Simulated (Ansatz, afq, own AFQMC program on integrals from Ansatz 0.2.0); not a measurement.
## O, quintet in cc-pVDZ, levels against full CI

A free O atom.

Basis cc-pVDZ. Noble-gas cores (and the filled d shells of Ga–Kr and In–Xe) are frozen. AFQMC by an in-house program on the Cholesky factors that Ansatz 0.2.0 writes for its CCSD(T) run. ph-AFQMC/CISD is guided by a CISD state made of CCSD amplitudes; releasing the constraint for a short imaginary time cuts its bias at the price of noise, slowly where states lie close. Error bars are statistical, one sigma.

Determinant: ROHF, the one that the program's search chose, which needn't be the lowest solution.

Full CI is exact in this basis; its frozen core comes from its own orbitals, which moves totals by up to a few meV.

Cautions: another spin lies lower (by 27.55 eV); in this basis the state lies above a state of the ion, a sign that the basis lacks the diffuse functions it needs, so its energy is an artefact of the basis; full CI with its own frozen core.

The T1 diagnostic is 0.0104. The weight of the determinant in the CISD state is 0.966. The size of the correlated space is 6 electrons in 13 orbitals.

```
  level  correlation energy (eV)
    MP2                  -2.0603
   CCSD                  -2.6092
CCSD(T)                  -2.6334
```

Task: Estimate where phaseless AFQMC with a CISD trial lies against CCSD(T) on the same integrals.

Result: 0.4 ± 0.1 kJ/mol below CCSD(T).

Reference: full CI, correlation energy -2.638 eV. The released energy is read at 1.50 1/Eh (meV from the phaseless value at times in 1/Eh: -0.2 ± 1.3 at 0.24, -0.7 ± 1.4 at 0.50, -2.0 ± 1.4 at 1.00, -4.1 ± 1.7 at 1.50). CCSDTQ lies 2.6 meV below full CI, in part by the other frozen core, which shifts every row alike, so rows that close can't be ranked against it.

| level | E − E(reference) (kJ/mol) | share of correlation (%) |
| --- | --- | --- |
| CCSD(T) | 0.4 | 99.83 |
| CCSDT | -0.1 | 100.05 |
| CCSDT(Q) | -0.2 | 100.09 |
| CCSDTQ | -0.2 | 100.10 |
| ph-AFQMC/CISD | 0.1 ± 0.1 | 99.97 |
| released AFQMC | -0.3 ± 0.2 | 100.12 |

CCSDT and higher add their correlation energy to the determinant of the CCSD(T) run, since their own runs factorise the integrals more tightly (a shift of under 2 meV). A walk keeps the symmetry of its determinant, which the program's search chose and which needn't be the lowest solution, so a lower state of the same spin and another symmetry isn't excluded. Released energies are given only where the last usable release times agree within the noise; a slower fall can still hide under it.
